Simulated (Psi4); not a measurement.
# U-wB97X/def2-TZVP run of AlNH2F (SMILES [NH2][Al][F])

What is the vertical ionisation energy of AlNH2F at U-wB97X/def2-TZVP? 

The calculation is run with Psi4 1.11.

2 further runs of the same task are left out: 2 set aside as unsound or not needed.

## (1) The structure to begin with

AlNH2F has 5 atoms, charge 0, and is taken as a doublet. As SMILES, `[NH2][Al][F]`. The shape is that of a PBE0-D4/def2-TZVP optimisation. This is one conformer, not always the lowest.

Bond lengths: N1–Al2 1.765 Å, Al2–F3 1.658 Å, N1–H4 1.007 Å, N1–H5 1.009 Å. Angles: N1–Al2–F3 117.4°, Al2–N1–H4 124.8°, Al2–N1–H5 124.2°, H4–N1–H5 111.0°.

## (2) Energy and gradient at U-wB97X/def2-TZVP

The input, job.py:

```python
import psi4

psi4.set_memory(1600000000)
psi4.set_num_threads(1)
psi4.set_output_file('alfh2n.out', False)

m = psi4.geometry("""
0 2
N     -0.384700     0.499000    -0.263800
Al     0.632000    -0.282800     0.949500
F      1.228700    -1.786800     0.590000
H     -0.804300     1.408300    -0.162700
H     -0.621700     0.088600    -1.154400
symmetry c1
""")

psi4.set_options({
    'reference': 'uks',
    'puream': True,
    'e_convergence': 1e-09,
    'd_convergence': 1e-08,
    'scf_type': 'pk',
    'dft_radial_points': 99,
    'dft_spherical_points': 590,
    'maxiter': 200,
})

e = psi4.gradient("wb97x/def2-TZVP")
print('gradient / Eh bohr^-1')
print(e.np.round(6))
```

Run with:

```bash
$ python job.py
```

alfh2n.out:

```text
[...]
  Running in c1 symmetry.
[...]
  Nuclear repulsion =   91.986394529846010
[...]
  Multiplicity = 2
[...]
  Nalpha       = 16
  Nbeta        = 15
[...]
    Number of basis functions: 111
[...]
   @UKS iter   1:  -398.02880792366221   -6.47143e-01   8.03903e-03 DIIS/ADIIS
[...]
   @UKS iter  13:  -398.33024279567314   -5.79803e-12   5.41814e-09 DIIS
[...]
   @S^2 Observed:                7.508569667E-01
[...]
    Orbital Energies [Eh]
    ---------------------
    Alpha Occupied:
       1A    -56.050798     2A    -24.692222     3A    -14.369600
       4A     -4.248679     5A     -2.800869     6A     -2.798220
       7A     -2.795221     8A     -1.258919     9A     -0.962052
      10A     -0.596941    11A     -0.578709    12A     -0.528974
      13A     -0.512707    14A     -0.506109    15A     -0.377657
      16A     -0.303123
    Alpha Virtual:
      17A      0.052707    18A      0.100720    19A      0.107097
      20A      0.177079    21A      0.184410    22A      0.237867
      23A      0.263128    24A      0.275740    25A      0.284262
[...]
  @UKS Final Energy:  -398.33024279567314
   => Energetics <=
    Nuclear Repulsion Energy =             91.9863945298460095
    One-Electron Energy =                -735.9941183512654561
    Two-Electron Energy =                 272.7228839695240481
    DFT Exchange-Correlation Energy =     -27.0454029437777770
    Empirical Dispersion Energy =           0.0000000000000000
    VV10 Nonlocal Energy =                  0.0000000000000000
    Total Energy =                       -398.3302427956731435
[...]
 Multipole Moments:
 ------------------------------------------------------------------------------------
     Multipole            Electronic (a.u.)      Nuclear  (a.u.)        Total (a.u.)
 ------------------------------------------------------------------------------------
 L = 1.  Multiply by 2.5417464519 to convert [e a0] to [Debye]
 Dipole X            :          2.6409937           -3.0816253           -0.4406316
 Dipole Y            :         -2.6022927            3.3503810            0.7480884
 Dipole Z            :          2.5656364           -2.6717854           -0.1061490
 Magnitude           :                                                    0.8746771
[...]
  -Total Gradient:
     Atom            X                  Y                   Z
    ------   -----------------  -----------------  -----------------
       1        0.000778274583    -0.000517424496     0.001009407866
       2        0.000408693559    -0.001812344112    -0.001050793555
       3       -0.000724409348     0.002128695571     0.000749313940
       4       -0.000252943769     0.000672584202     0.000191932094
       5       -0.000236037672    -0.000326775111    -0.000803825150
[...]
```

Standard output:

```text
gradient / Eh bohr^-1
[[ 0.000778 -0.000517  0.001009]
 [ 0.000409 -0.001812 -0.001051]
 [-0.000724  0.002129  0.000749]
 [-0.000253  0.000673  0.000192]
 [-0.000236 -0.000327 -0.000804]]
```

Wall time 31 s (1 thread of Intel Xeon Gold 6455B (Sapphire Rapids), shared host); peak memory 0.77 GiB.

## (3) The singlet cation: a single-point energy at wB97X/def2-TZVP

The input, input.json:

```json
{
  "schema_name": "qcschema_input",
  "schema_version": 1,
  "molecule": {
    "schema_name": "qcschema_molecule",
    "schema_version": 2,
    "symbols": ["N", "Al", "F", "H", "H"],
    "geometry": [-0.72697764, 0.94297334, -0.49850975, 1.19430691, -0.53441455, 1.79429496, 2.32190649, -3.37656264, 1.11493841, -1.51990672, 2.6613013, -0.30745844, -1.17484273, 0.16742973, -2.18149984],
    "molecular_charge": 1,
    "molecular_multiplicity": 1,
    "fix_symmetry": "c1",
    "fix_com": true,
    "fix_orientation": true
  },
  "driver": "energy",
  "model": {
    "method": "wb97x",
    "basis": "def2-TZVP"
  },
  "keywords": {
    "puream": true,
    "e_convergence": 1e-09,
    "d_convergence": 1e-08,
    "scf_type": "pk",
    "dft_radial_points": 99,
    "dft_spherical_points": 590
  }
}
```

Run with:

```bash
$ psi4 --qcschema input.json -n 1 --memory 1600MB
```

stdout:

```text
[...]
  Running in c1 symmetry.
[...]
  Nuclear repulsion =   91.986394517979079
[...]
  Multiplicity = 1
[...]
  Nalpha       = 15
  Nbeta        = 15
[...]
    Number of basis functions: 111
[...]
   @RKS iter   1:  -397.74421700779465   -3.62552e-01   7.61951e-03 ADIIS/DIIS
[...]
   @RKS iter  12:  -398.02047404617684   -2.16005e-11   6.32937e-09 DIIS
[...]
    Orbital Energies [Eh]
    ---------------------
    Doubly Occupied:
       1A    -56.390969     2A    -24.936762     3A    -14.603689
       4A     -4.582720     5A     -3.133633     6A     -3.133502
       7A     -3.125823     8A     -1.494236     9A     -1.181167
      10A     -0.812985    11A     -0.807835    12A     -0.755496
      13A     -0.743829    14A     -0.735112    15A     -0.599171
[...]
  @RKS Final Energy:  -398.02047404617684
   => Energetics <=
    Nuclear Repulsion Energy =             91.9863945179790790
    One-Electron Energy =                -727.7490168882002308
    Two-Electron Energy =                 264.6669134975422821
    DFT Exchange-Correlation Energy =     -26.9247651734979598
    Empirical Dispersion Energy =           0.0000000000000000
    VV10 Nonlocal Energy =                  0.0000000000000000
    Total Energy =                       -398.0204740461768438
[...]
 Multipole Moments:
 ------------------------------------------------------------------------------------
     Multipole            Electronic (a.u.)      Nuclear  (a.u.)        Total (a.u.)
 ------------------------------------------------------------------------------------
 L = 1.  Multiply by 2.5417464519 to convert [e a0] to [Debye]
 Dipole X            :        -27.8634780           28.6395553            0.7760773
 Dipole Y            :         28.6514348          -27.9069085            0.7445263
 Dipole Z            :        -25.1048812           27.3817536            2.2768724
 Magnitude           :                                                    2.5180872
[...]
```

The result, in JSON:

```text
{
 "driver": "energy",
 "model": {
  "method": "wb97x",
  "basis": "def2-TZVP"
 },
 "success": true,
 "return_result": -398.02047404617684,
 "properties": {
  "calcinfo_nbasis": 111,
  "calcinfo_nmo": 111,
  "calcinfo_nalpha": 15,
  "calcinfo_nbeta": 15,
  "calcinfo_natom": 5,
  "nuclear_repulsion_energy": 91.98639451797908,
  "return_energy": -398.02047404617684,
  "scf_one_electron_energy": -727.7490168882002,
  "scf_two_electron_energy": 264.6669134975423,
  "scf_xc_energy": -26.92476517349796,
  "scf_dipole_moment": [0.7760773068118283, 0.7445262540344757, 2.2768724077217257],
  "scf_total_energy": -398.02047404617684,
  "scf_iterations": 12
 }
}
```

Wall time 14 s (1 thread of Intel Xeon Gold 6455B (Sapphire Rapids), shared host); peak memory 0.77 GiB.

## (4) Summary of results

Level: U-wB97X/def2-TZVP.

| quantity | value |
| --- | --- |
| doublet AlNH2F: total energy | -398.33024 Eh |
| doublet AlNH2F: dipole moment | 2.22 D |
| doublet AlNH2F: HOMO energy (highest over α and β) | -8.25 eV |
| doublet AlNH2F: LUMO energy (lowest over α and β) | -1.74 eV |
| doublet AlNH2F: ⟨S²⟩ | 0.751 |
| doublet AlNH2F: largest force on an atom | 0.122 eV/Å |
| singlet cation: total energy | -398.02047 Eh |
| singlet cation: HOMO energy | -16.30 eV |
| singlet cation: LUMO energy | -8.34 eV |
| singlet cation: HOMO–LUMO gap | 7.96 eV |
| vertical ionisation energy (to the singlet cation) | 8.429 eV |

Removing an electron at fixed nuclei costs 8.43 eV (194 kcal/mol). Only the singlet of the ionised species was computed; a triplet could lie lower.
